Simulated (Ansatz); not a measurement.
Ansatz (a program for electronic structure) input (HF/STO-3G):

Ansatz 0.2 input:
```yaml
crystal:
  periodic: [false, false, false]
  atoms:
    - {symbol: C, position_ang: [0.00780358, 0.53696486, -0.00372461]}
    - {symbol: C, position_ang: [0.00985896, -0.18844531, 1.29236932]}
    - {symbol: C, position_ang: [0.01042448, -0.20636333, -1.28962507]}
    - {symbol: H, position_ang: [-0.19667664, 1.60001769, -0.01114656]}
    - {symbol: H, position_ang: [0.17924347, 0.48020137, 2.13732987]}
    - {symbol: H, position_ang: [0.18018110, 0.45049265, -2.14370979]}
    - {symbol: H, position_ang: [-0.94627277, -0.70455808, 1.47473043]}
    - {symbol: H, position_ang: [0.78002945, -0.96799317, 1.31426117]}
    - {symbol: H, position_ang: [0.78060211, -0.98613760, -1.30035846]}
    - {symbol: H, position_ang: [-0.94562886, -0.72496020, -1.46522451]}
basis:
  gaussian:
    orbitals: STO-3G
hamiltonian:
  xc: {name: HF}
magnetization: {spin_polarized: true, initial_magnetization: 1}
relax: {f_tol: 0.003, max_steps: 120}
```

Q: Predict the final energy.

A: -116.24940 Eh.
